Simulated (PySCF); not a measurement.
**SiP⁻: frontier orbitals**

PBE at R = 2.002 Å; PySCF, no relativity, basis sets Si def2-TZVPPD, P def2-TZVPPD. State: ¹Σ⁺ (singlet), closed shell. Only the outer orbitals are listed, counted within each symmetry.

```json
{"orbital": "7σ", "occ.": "2", "ε (eV)": "-8.62", "on Si (%)": "30", "main shells (%)": "66 P s, 24 Si s"}
{"orbital": "8σ", "occ.": "2", "ε (eV)": "-3.70", "on Si (%)": "61", "main shells (%)": "60 Si s, 25 P s, 14 P p"}
{"orbital": "3π", "occ.": "2", "ε (eV)": "-0.11", "on Si (%)": "45", "main shells (%)": "56 P p, 42 Si p"}
{"orbital": "3π", "occ.": "2", "ε (eV)": "-0.11", "on Si (%)": "45", "main shells (%)": "56 P p, 42 Si p"}
{"orbital": "9σ", "occ.": "2", "ε (eV)": "-0.05", "on Si (%)": "53", "main shells (%)": "46 Si p, 34 P p, 11 P s"}
{"orbital": "4π", "occ.": "0", "ε (eV)": "2.96", "on Si (%)": "64", "main shells (%)": "48 Si p, 26 P p, 16 Si d"}
{"orbital": "4π", "occ.": "0", "ε (eV)": "2.96", "on Si (%)": "64", "main shells (%)": "48 Si p, 26 P p, 16 Si d"}
```

**Question.** Which are the highest filled and the lowest empty level, where do they sit, and how wide is the gap?

**Answer.** Highest filled 9σ at -0.05 eV (in %: 46 Si p, 34 P p, 11 P s); lowest empty 4π at 2.96 eV (in %: 48 Si p, 26 P p, 16 Si d); the gap at PBE is 3.01 eV. An empty level above zero is unbound, and its energy depends on the basis.

```
bond order (Mayer)                                                                                                : 2.88
⟨S²⟩                                                                                                              : 0.000
charge on Si (Mulliken, basis-dependent)                                                                          : -0.71
charge on Si (Löwdin, basis-dependent)                                                                            : -0.64
dipole moment (positive dipole points towards P; it is taken about the centre of mass and depends on that origin) : -0.19 D
polarisability along the bond                                                                                     : 132.1 bohr³
polarisability across the bond                                                                                    : 73.4 bohr³
```
